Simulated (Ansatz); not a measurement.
Born–Oppenheimer molecular dynamics of FLi (2 atoms, charge 0, multiplicity 1). It starts from a relaxed structure.

The calculation used RKS PBE-D4/def2-TZVP (Ansatz 0.2.0).

* ensemble: NVE (velocity Verlet)
* time step: 2 fs
* steps asked: 166
* starting velocities drawn for: 1000 K
* seed: 112342

First frame:

```xyz
2
Properties=species:S:1:pos:R:3
Li -0.655 0.190 -0.346
F 0.684 -0.250 0.350
```

Question: What does the run give?

Answer: All steps were run.

```yaml
steps_done: 166
time_covered: 332 fs
mean_temperature_over_the_second_half: 507 K
spread_of_the_potential_energy_over_the_second_half: 7.9 meV per atom
mean_potential_energy_of_the_second_half_above_the_start: 10.9 meV per atom
```

The conserved energy stayed within 0.7 meV per atom of its start (net change -0.004 meV per atom), so the integration is sound. The temperature averaged 0.51 of the 1000 K drawn at the start: a run that starts near a minimum puts about half its kinetic energy into the potential. A run of 0.33 ps of so small a system gives no equilibrium averages.

Question: What happens to the structure?

Answer: The same pairs are bonded in the first frame and the last. Pairs count as bonded within 1.25 times the sum of covalent radii (0.12 Å more for H–H). The details hang on the random start.

Question: How do temperature and energy run in time?

Answer: 
```tsv
time (fs)	T (K)	potential energy less start (eV)	conserved less start (meV/atom)
0.0	1000	0.000	0.00
26.0	224	0.034	0.50
52.0	460	0.024	0.38
78.0	643	0.016	0.28
104.0	69	0.041	0.64
130.0	963	0.002	0.06
156.0	102	0.040	0.55
182.0	715	0.013	0.12
208.0	777	0.010	0.08
234.0	69	0.041	0.56
260.0	984	0.001	0.03
286.0	112	0.039	0.60
312.0	583	0.019	0.31
```

Run time: 35 s on 1 CPU thread of a shared host.
